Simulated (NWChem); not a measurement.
# SiNH4O (SMILES N[SiH]O) at UPBE0/def2-SVP

What is the vertical ionisation energy of SiNH4O at UPBE0/def2-SVP? 

The results are computed with NWChem 7.3.0.

## (1) Starting point

The species is SiNH4O (7 atoms), meant as a doublet with charge 0. SMILES: `N[SiH]O`. Geometry: relaxed at PBE0-D4/def2-TZVP. This is one conformer, not always the lowest.

Bond lengths: N1–Si2 1.723 Å, Si2–O3 1.649 Å, N1–H4 1.008 Å, N1–H5 1.009 Å, Si2–H6 1.500 Å, O3–H7 0.961 Å. Angles: N1–Si2–O3 109.4°, N1–Si2–H6 104.3°, O3–Si2–H6 112.7°, Si2–N1–H4 120.5°, Si2–N1–H5 118.7°, Si2–O3–H7 115.8°, H4–N1–H5 110.8°.

## (2) The energy at UPBE0/def2-SVP

File calc.xyz:

```xyz
7
H4NOSi
N     -0.694900     0.548300    -0.575200
Si     0.293100     0.159000     0.781300
O      1.622900    -0.672400     0.270300
H     -0.355900     1.168100    -1.294800
H     -1.685800     0.673200    -0.432900
H     -0.599100    -0.661900     1.664700
H      1.480900    -1.282400    -0.459000
```

File calc.nw:

```
start calc
title "H4NOSi"
memory 2200 mb
charge 0
geometry noautosym nocenter noautoz
load calc.xyz
end
basis spherical bse
N library def2-SVP
Si library def2-SVP
O library def2-SVP
H library def2-SVP
end
dft
xc pbe0
mult 2
grid fine
convergence energy 1e-08
iterations 100
mulliken
noprint "final vectors analysis"
end
task dft
```

On the command line:

```
$ nwchem calc.nw > calc.out
```

The program printed:

```text
[...]
          Wavefunction type:  spin polarized.
          No. of atoms     :     7
          No. of electrons :    33
[...]
          Charge           :     0
          Spin multiplicity:     2
[...]
          AO basis - number of functions:    66
[...]
              XC Information
              --------------
                         PBE0 Method XC Functional
                     Hartree-Fock (Exact) Exchange  0.250
          PerdewBurkeErnzerhof Exchange Functional  0.750
            Perdew 1991 LDA Correlation Functional  1.000 local
           PerdewBurkeErnz. Correlation Functional  1.000 non-local
[...]
 d= 0,ls=0.0,diis     1   -421.3558815202 -5.32D+02  8.48D-03  1.50D-01     1.4
[...]
 d= 0,ls=0.0,diis    10   -421.4239068629 -7.27D-09  6.41D-07  8.26D-10    12.1
[...]
         Total DFT energy =     -421.423906862898
      One electron energy =     -802.398457297675
           Coulomb energy =      307.651509149028
    Exchange-Corr. energy =      -37.710635550050
 Nuclear repulsion energy =      111.033676835799
[...]
      Total Density - Mulliken Population Analysis
     ---------------------------------------------
    Atom       Charge   Shell Charges
 -----------   ------   -------------------------------------------------------
    1 N    7     7.41   1.99  0.97  0.45  2.45  1.54  0.01
    2 Si  14    13.52   2.00  1.98  1.01  0.26  5.93  1.17  0.83  0.34
    3 O    8     8.41   1.99  1.07  0.64  2.88  1.82  0.01
    4 H    1     0.86   0.71  0.11  0.05
    5 H    1     0.86   0.71  0.11  0.05
    6 H    1     1.12   0.73  0.38  0.01
    7 H    1     0.81   0.67  0.07  0.07
[...]
      <S2> =      0.7517 (Exact =     0.7500)
[...]
```

Wall time 13 s (1 thread of Intel Xeon Platinum 8488C (Sapphire Rapids), shared host); peak memory 0.11 GiB.

## (3) The singlet cation

File h4nosi.nw:

```
start h4nosi
memory stack 880 mb heap 220 mb global 1100 mb
charge 1

geometry noautosym nocenter noautoz
  N       -0.694900       0.548300      -0.575200
  Si       0.293100       0.159000       0.781300
  O        1.622900      -0.672400       0.270300
  H       -0.355900       1.168100      -1.294800
  H       -1.685800       0.673200      -0.432900
  H       -0.599100      -0.661900       1.664700
  H        1.480900      -1.282400      -0.459000
end

basis spherical bse
  * library def2-SVP
end

dft
  xc pbe0
  grid fine
  convergence energy 1e-08
  iterations 100
  mulliken
  print low
end

task dft energy
```

On the command line:

```
$ nwchem h4nosi.nw > h4nosi.out
```

The program printed:

```text
[...]
 d= 0,ls=0.0,diis     1   -420.9307746237 -5.32D+02  3.05D-02  2.15D+00     1.0
[...]
 d= 0,ls=0.0,diis    11   -421.1427845262 -1.57D-09  7.32D-07  4.04D-09     8.6
         Total DFT energy =     -421.142784526224
      One electron energy =     -793.624174303805
           Coulomb energy =      298.810018736143
    Exchange-Corr. energy =      -37.362305794361
 Nuclear repulsion energy =      111.033676835799
[...]
      Total Density - Mulliken Population Analysis
     ---------------------------------------------
    Atom       Charge   Shell Charges
 -----------   ------   -------------------------------------------------------
    1 N    7     7.29   1.99  1.00  0.45  2.41  1.43  0.01
    2 Si  14    13.14   2.00  1.98  1.07  0.09  5.93  1.13  0.60  0.34
    3 O    8     8.34   1.99  1.07  0.64  2.88  1.75  0.01
    4 H    1     0.79   0.68  0.06  0.05
    5 H    1     0.79   0.68  0.06  0.05
    6 H    1     0.92   0.68  0.23  0.01
    7 H    1     0.74   0.64  0.03  0.07
[...]
```

Run time: 9.3 s. Hardware: 1 thread of Intel Xeon Platinum 8488C (Sapphire Rapids), shared host; peak memory 0.11 GiB.

## (4) Results

Level: UPBE0/def2-SVP.

| quantity | value |
| --- | --- |
| doublet SiNH4O: total energy | -421.42391 Eh |
| doublet SiNH4O: dipole moment | 2.47 D |
| doublet SiNH4O: ⟨S²⟩ | 0.752 |
| singlet cation: total energy | -421.14278 Eh |
| vertical ionisation energy (to the singlet cation) | 7.650 eV |

What this shows: The vertical ionisation energy comes to 7.65 eV (176 kcal/mol). Only the singlet of the ionised species was computed; a triplet could lie lower.
